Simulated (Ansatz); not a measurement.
# doublet CS+: levels of theory compared

We compute a comparison of 6 runs (UHF/cc-pVTZ, U-r2SCAN/cc-pVTZ, UB2PLYP/cc-pVTZ, UBLYP/cc-pVTZ, UPBE/cc-pVTZ, USVWN5/cc-pVTZ) of doublet CS+. 

Program for the calculation: Ansatz 0.2.0.

31 further runs of the same task are left out: 31 set aside as unsound or not needed.

### Step 1. The molecule

CS+ has 2 atoms, charge +1, and is taken as a doublet. As SMILES of the parent species, `[C-]#[S+]`. The bond length is the one measured for the parent species. That shape belongs to the parent species and isn't relaxed for this state.

Bond lengths: C1–S2 1.535 Å.

### Step 2. The energy at UHF/cc-pVTZ (run 1)

File in.yaml:

```yaml
crystal:
  periodic: [false, false, false]
  atoms:
    - {symbol: C, position_ang: [0.000000, 0.000000, 0.000000]}
    - {symbol: S, position_ang: [0.000000, 0.000000, 1.534941]}
basis:
  gaussian:
    orbitals: cc-pVTZ
total_charge: 1
magnetization:
  spin_polarized: true
  initial_magnetization: 1
hamiltonian:
  xc: hf
accuracy: high
output: {orbitals: {seedname: orbitals}}
```

Run with:

```
$ ansatz run in.yaml --threads 1 --pin off --max-ram 3480MiB --events-out events.jsonl --progress --plain --runs-dir runs
```

Standard output:

```text
Warning: RAYON_NUM_THREADS=1 ignored (pool sized by the plan → 1); use --threads N
Functional definition: HF
  name "HF"
  exchange = exact_x
  correlation = 0
891 factors; integrals over basis functions are off by at most 3.5e-9 eV
mean field evaluation 1: about -11834.5141 eV, gradient 1.1e1 eV
mean field evaluation 2: about -11834.7422 eV, gradient 1.0e1 eV
mean field evaluation 4: about -11835.7093 eV, gradient 3.3e0 eV
mean field evaluation 8: about -11835.9632 eV, gradient 1.3e0 eV
mean field evaluation 16: about -11836.6566 eV, gradient 3.8e-7 eV
mean field evaluation 32: about -11836.6543 eV, gradient 2.0e-1 eV
mean field evaluation 64: about -11826.7754 eV, gradient 1.3e1 eV
mean field evaluation 96: about -11835.6781 eV, gradient 1.3e0 eV
mean field evaluation 128: about -11835.1873 eV, gradient 9.9e-1 eV
mean field -11836.65660969 eV, -434.9891072320 hartree, gradient 1.6e-8 eV, S^2 1.603134; 5 other end points of the search recorded, 0 dependent functions left out
reference -11836.65660969 eV, -434.9891072320 hartree; 11, 10 occupied and 53, 54 virtual orbitals, 891 factors
Total energy: -11836.65660969 eV, -434.9891072320 hartree
```

Wall time 1.9 s (1 thread of Arm Neoverse V1, shared host); peak memory 0.12 GiB.

### Step 3. A single-point energy at U-r2SCAN/cc-pVTZ (run 2)

File run.yaml:

```yaml
crystal:
  periodic: [false, false, false]
  atoms:
    - {symbol: C, position_ang: [0.000000, 0.000000, 0.000000]}
    - {symbol: S, position_ang: [0.000000, 0.000000, 1.534941]}
basis:
  gaussian: {orbitals: cc-pVTZ}
total_charge: 1
magnetization: {spin_polarized: true, initial_magnetization: 1}
hamiltonian: {xc: {name: r2SCAN}}
accuracy: high
output: {orbitals: {seedname: orbitals}}
```

Run with:

```
$ ansatz run run.yaml --threads 1 --pin off --max-ram 3480MiB --events-out events.jsonl --progress --plain --runs-dir runs
```

Standard output:

```text
Warning: RAYON_NUM_THREADS=1 ignored (pool sized by the plan → 1); use --threads N
Functional definition: r2SCAN
  name "r2SCAN"
  parameter k0 = 0.174
  parameter k1 = 0.065
  parameter a1 = 4.9479
  exchange = r2scan_x(k0 = k0, k1 = k1, a1 = a1)
  correlation = r2scan_c
891 factors; integrals over basis functions are off by at most 3.5e-9 eV
mean field evaluation 1: about -11853.1793 eV, gradient 3.1e1 eV
mean field evaluation 2: about -11831.9403 eV, gradient 6.0e1 eV
mean field evaluation 4: about -11857.9769 eV, gradient 3.0e0 eV
mean field evaluation 8: about -11858.0431 eV, gradient 4.1e-1 eV
mean field evaluation 16: about -11858.0533 eV, gradient 3.9e-4 eV
mean field -11858.05325589 eV, -435.7754194767 hartree, gradient 6.6e-8 eV, S^2 0.844591; 0 other end points of the search recorded, 0 dependent functions left out
reference -11858.05325731 eV, -435.7754195290 hartree; 11, 10 occupied and 53, 54 virtual orbitals, 891 factors
Total energy: -11858.05325731 eV, -435.7754195290 hartree
```

It took 6 s on 1 thread of Arm Neoverse V1, shared host; peak memory 0.18 GiB.

Runs 3 to 5 aren't shown in full; the table further down has their settings and results.

### Step 4. The energy at USVWN5/cc-pVTZ (run 6)

File molecule.yaml:

```yaml
crystal:
  periodic: [false, false, false]
  atoms:
    - {symbol: C, position_ang: [0.000000, 0.000000, 0.000000]}
    - {symbol: S, position_ang: [0.000000, 0.000000, 1.534941]}
basis:
  gaussian:
    orbitals: cc-pVTZ
magnetization:
  spin_polarized: true
  initial_magnetization: 1
accuracy: high
output: {orbitals: {seedname: orbitals}}
hamiltonian:
  xc: {name: SVWN5}
total_charge: 1
```

Run with:

```
$ ansatz run molecule.yaml --threads 1 --pin off --max-ram 3480MiB --events-out events.jsonl --progress --plain --runs-dir runs
```

Standard output:

```text
Warning: RAYON_NUM_THREADS=1 ignored (pool sized by the plan → 1); use --threads N
Functional definition: SVWN5
  name "SVWN5"
  exchange = slater_x
  correlation = vwn5_c
891 factors; integrals over basis functions are off by at most 3.5e-9 eV
mean field evaluation 1: about -11805.9077 eV, gradient 3.6e1 eV
mean field evaluation 2: about -11775.4365 eV, gradient 7.0e1 eV
mean field evaluation 4: about -11812.2254 eV, gradient 5.1e0 eV
mean field evaluation 8: about -11812.3845 eV, gradient 1.5e-1 eV
mean field evaluation 16: about -11812.3846 eV, gradient 1.3e-6 eV
mean field evaluation 32: about -11811.9359 eV, gradient 8.7e0 eV
mean field -11812.38462011 eV, -434.0971280670 hartree, gradient 3.2e-8 eV, S^2 0.781431; 3 other end points of the search recorded, 0 dependent functions left out
reference -11812.38462210 eV, -434.0971281405 hartree; 11, 10 occupied and 53, 54 virtual orbitals, 891 factors
Total energy: -11812.38462210 eV, -434.0971281405 hartree
```

Run time: 1.9 s. Hardware: 1 thread of Arm Neoverse V1, shared host; peak memory 0.12 GiB.

### Step 5. All runs side by side

| run | level | frozen core orbitals | energy (Eh) | HOMO energy (eV) | LUMO energy (eV) | ⟨S²⟩ | wall time |
| --- | --- | --- | --- | --- | --- | --- | --- |
| 1 | UHF/cc-pVTZ | – | -434.989107 | -21.75 | -7.29 | 1.603 | 1.9 s |
| 2 | U-r2SCAN/cc-pVTZ | – | -435.775420 | -17.27 | -14.01 | 0.845 | 6 s |
| 3 | UB2PLYP/cc-pVTZ | 6 | -435.668837 | -19.26 | -11.74 | 0.969 | 4.5 s |
| 4 | UBLYP/cc-pVTZ | – | -435.826786 | -16.83 | -15.05 | 0.773 | 3.9 s |
| 5 | UPBE/cc-pVTZ | – | -435.608169 | -17.02 | -14.93 | 0.783 | 2.5 s |
| 6 | USVWN5/cc-pVTZ | – | -434.097128 | -17.11 | -15.42 | 0.781 | 1.9 s |

### Step 6. Outcome

| quantity | value |
| --- | --- |
| run 6: total energy | -434.09713 Eh |
| run 6: HOMO energy (highest over α and β) | -17.11 eV |
| run 6: LUMO energy (lowest over α and β) | -15.42 eV |
| run 6: ⟨S²⟩ | 0.781 |

What this shows: Totals of different functionals can't be ranked against each other. Spin contamination of the reference: run 1 ⟨S²⟩ = 1.60, run 3 ⟨S²⟩ = 0.97. Where it is this large, the reference is a mixture of spin states, and values that rest on it are in doubt. All runs together took 21 s, the longest 6 s.
